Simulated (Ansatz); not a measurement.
Telling isomers of C3H2FN apart by their spectra

These gas-phase data were calculated for one isomer of C3H2FN at PBE-D3(BJ)/def2-SVP (harmonic, unscaled wavenumbers; equilibrium rotational constants with average atomic masses):

```
rotational constants            : 48.19, 2.288, 2.184 GHz
all wavenumbers above 1500 cm⁻¹ : 3129, 3120, 2273, 1673
```

Candidates:

(1) `C=C(F)C#N`, a singlet
(2) `N#C/C=C\F`, a singlet
(3) `N#C/C=C/F`, a singlet

Q: Which structure fits? Where the bands don't settle it, estimate the moments of inertia from typical bond lengths.

A: Candidate (3). The rotational constants decide: (1) would give 10.46, 4.152, 2.972 GHz; (2) would give 13.96, 3.406, 2.738 GHz.

The same quantities for all candidates:

```
     rotational constants (GHz)  wavenumbers above 1500 cm⁻¹  E above the lowest, PBE-D3(BJ)/def2-SVP (kcal/mol)
(1)         10.46, 4.152, 2.972       3230, 3115, 2280, 1663                                                 3.8
(2)         13.96, 3.406, 2.738       3142, 3126, 2274, 1672                                                 0.0
(3)         48.19, 2.288, 2.184       3129, 3120, 2273, 1673                                                 0.0
```

Harmonic stretches to hydrogen usually lie a few per cent above observed fundamentals. Programs: Ansatz 0.2.0.
